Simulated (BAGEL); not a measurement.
**BSiH5 (boranylsilane) at HF/STO-3G (density fitting with qzvpp-jkfit)**

Aim: the energy change on altering one bond length of BSiH5 (boranylsilane) at HF/STO-3G (density fitting with qzvpp-jkfit), from 2 runs. 

The results are computed with BAGEL 1.2.2.

20 further runs of the same task are left out: 20 set aside as unsound or not needed.

### Step 1. The structure to begin with

BSiH5: 7 atoms, total charge 0, spin state singlet. As SMILES, `B[SiH3]`. The shape is that of a PBE0-D4/def2-TZVP optimisation.

Bond lengths: B1–Si2 2.010 Å, B1–H3 1.196 Å, B1–H4 1.195 Å, Si2–H5 1.492 Å, Si2–H6 1.492 Å, Si2–H7 1.487 Å. Angles: B1–Si2–H5 108.8°, B1–Si2–H6 108.8°, B1–Si2–H7 115.1°, Si2–B1–H3 118.9°, Si2–B1–H4 123.6°, H5–Si2–H6 107.3°, H5–Si2–H7 108.3°, H6–Si2–H7 108.3°, H3–B1–H4 117.5°.

### Step 2. The energy at HF/STO-3G (density fitting with qzvpp-jkfit)

Input file job.json:

```json
{ "bagel" : [

{
  "title" : "molecule",
  "basis" : "sto-3g",
  "df_basis" : "qzvpp-jkfit",
  "angstrom" : true,
  "geometry" : [
    { "atom" : "B", "xyz" : [      -0.043200,      -1.189000,       0.204300 ] },
    { "atom" : "Si", "xyz" : [       0.089100,       0.785300,      -0.148500 ] },
    { "atom" : "H", "xyz" : [      -1.126000,      -1.690600,       0.290100 ] },
    { "atom" : "H", "xyz" : [       0.906400,      -1.902500,       0.335400 ] },
    { "atom" : "H", "xyz" : [      -0.616000,       1.093400,      -1.427200 ] },
    { "atom" : "H", "xyz" : [      -0.623600,       1.516700,       0.939600 ] },
    { "atom" : "H", "xyz" : [       1.474500,       1.318800,      -0.239500 ] }
  ]
},

{
  "title" : "hf"
},

{
  "title" : "print",
  "file" : "orbitals.molden",
  "orbitals" : true
}

]}
```

Launch:

```bash
$ BAGEL_NUM_THREADS=1 BAGEL job.json > job.out
```

Standard output:

```text
* using 1 threads per process

  ===============================================================
  ===============================================================

  *** Geometry ***

  { "atom" : "B", "xyz" : [     -0.081636,     -2.246884,      0.386071 ] },
  { "atom" : "Si", "xyz" : [      0.168375,      1.484002,     -0.280624 ] },
  { "atom" : "H", "xyz" : [     -2.127832,     -3.194771,      0.548210 ] },
  { "atom" : "H", "xyz" : [      1.712848,     -3.595204,      0.633814 ] },
  { "atom" : "H", "xyz" : [     -1.164071,      2.066227,     -2.697017 ] },
  { "atom" : "H", "xyz" : [     -1.178433,      2.866148,      1.775587 ] },
  { "atom" : "H", "xyz" : [      2.786401,      2.492171,     -0.452589 ] },

  Number of auxiliary basis functions:      293

  Since a DF basis is specified, we compute 2- and 3-index integrals:
    o Being stored without compression. Storage requirement is 0.001 GB

  Number of basis functions:       19
  Number of electrons      :       24

    * METHOD: MOLECULE                             0.10

  *** RHF ***

  === Nuclear Repulsion ===
    47.5644489367

      * DIIS with orbital gradients will be used.

  === RHF iteration (sto-3g) ===
      0       -312.81420516          0.01208903           0.00
      1       -312.84128195          0.00275720           0.00
      2       -312.84286049          0.00047024           0.00
      3       -312.84290553          0.00002530           0.00
      4       -312.84290564          0.00000425           0.01
      5       -312.84290564          0.00000069           0.00
      6       -312.84290564          0.00000013           0.00
      7       -312.84290564          0.00000001           0.01
    * SCF iteration converged.

    * Permanent dipole moment:
           (   -0.034337,     0.074543,    -0.013507) a.u.

    * METHOD: HF                                   0.12

    * METHOD: PRINT                                0.00

  ===============================================================
```

Run time: 0.52 s. Hardware: 1 thread of Intel Xeon Platinum 8488C (Sapphire Rapids), shared host.

### Step 3. The distorted shape, same level

Input file input.json:

```json
{ "bagel" : [

{
  "title" : "molecule",
  "basis" : "sto-3g",
  "df_basis" : "qzvpp-jkfit",
  "angstrom" : true,
  "geometry" : [
    { "atom" : "B", "xyz" : [   -0.251045,   -1.269038,    0.217952 ] },
    { "atom" : "Si", "xyz" : [   -0.118745,    0.705262,   -0.134848 ] },
    { "atom" : "H", "xyz" : [   -1.333845,   -1.770638,    0.303752 ] },
    { "atom" : "H", "xyz" : [    0.698555,   -1.982538,    0.349052 ] },
    { "atom" : "H", "xyz" : [   -0.823845,    1.013362,   -1.413548 ] },
    { "atom" : "H", "xyz" : [   -0.831445,    1.436662,    0.953252 ] },
    { "atom" : "H", "xyz" : [    1.474500,    1.318800,   -0.239500 ] }
  ]
},
{
  "title" : "hf"
},
{
  "title" : "print",
  "file" : "orbitals.molden",
  "orbitals" : true
}

]}
```

Launch:

```bash
$ BAGEL_NUM_THREADS=1 BAGEL input.json > input.out
```

Standard output:

```text
* using 1 threads per process

  ===============================================================
  ===============================================================

  *** Geometry ***

  { "atom" : "B", "xyz" : [     -0.474406,     -2.398134,      0.411870 ] },
  { "atom" : "Si", "xyz" : [     -0.224396,      1.332752,     -0.254826 ] },
  { "atom" : "H", "xyz" : [     -2.520602,     -3.346021,      0.574008 ] },
  { "atom" : "H", "xyz" : [      1.320078,     -3.746454,      0.659613 ] },
  { "atom" : "H", "xyz" : [     -1.556841,      1.914977,     -2.671219 ] },
  { "atom" : "H", "xyz" : [     -1.571203,      2.714898,      1.801385 ] },
  { "atom" : "H", "xyz" : [      2.786401,      2.492171,     -0.452589 ] },

  Number of auxiliary basis functions:      293

  Since a DF basis is specified, we compute 2- and 3-index integrals:
    o Being stored without compression. Storage requirement is 0.001 GB

  Number of basis functions:       19
  Number of electrons      :       24

    * METHOD: MOLECULE                             0.10

  *** RHF ***

  === Nuclear Repulsion ===
    46.8209918261

      * DIIS with orbital gradients will be used.

  === RHF iteration (sto-3g) ===
      0       -312.77958664          0.01303220           0.00
      1       -312.81048284          0.00289315           0.00
      2       -312.81218615          0.00057045           0.00
      3       -312.81225328          0.00002671           0.01
      4       -312.81225341          0.00000465           0.00
      5       -312.81225342          0.00000059           0.00
      6       -312.81225342          0.00000010           0.01
      7       -312.81225342          0.00000001           0.00
      8       -312.81225342          0.00000000           0.00
    * SCF iteration converged.

    * Permanent dipole moment:
           (    0.039204,     0.106464,    -0.018980) a.u.

    * METHOD: HF                                   0.12

    * METHOD: PRINT                                0.00

  ===============================================================
```

Run time: 0.48 s. Hardware: 1 thread of Intel Xeon Platinum 8488C (Sapphire Rapids), shared host.

### Step 4. Results

Level: HF/STO-3G (density fitting with qzvpp-jkfit).

```
                                                          quantity          value
                                         first shape: total energy  -312.84291 Eh
                                        first shape: dipole moment         0.21 D
                                          first shape: HOMO energy       -9.59 eV
                                          first shape: LUMO energy        6.27 eV
                                        first shape: HOMO–LUMO gap       15.86 eV
                                     distorted shape: total energy  -312.81225 Eh
                                    distorted shape: dipole moment         0.29 D
                                      distorted shape: HOMO energy       -9.48 eV
                                      distorted shape: LUMO energy        6.22 eV
                                    distorted shape: HOMO–LUMO gap       15.70 eV
energy change with the Si2–H7 bond stretched from 1.487 to 1.711 Å       0.834 eV
```

In words: With the Si2–H7 bond stretched from 1.487 to 1.711 Å the energy rises by 0.83 eV (80.5 kJ/mol). The first shape isn't relaxed at this level, so the change isn't measured from a minimum. The minimal basis adds a large error of its own.
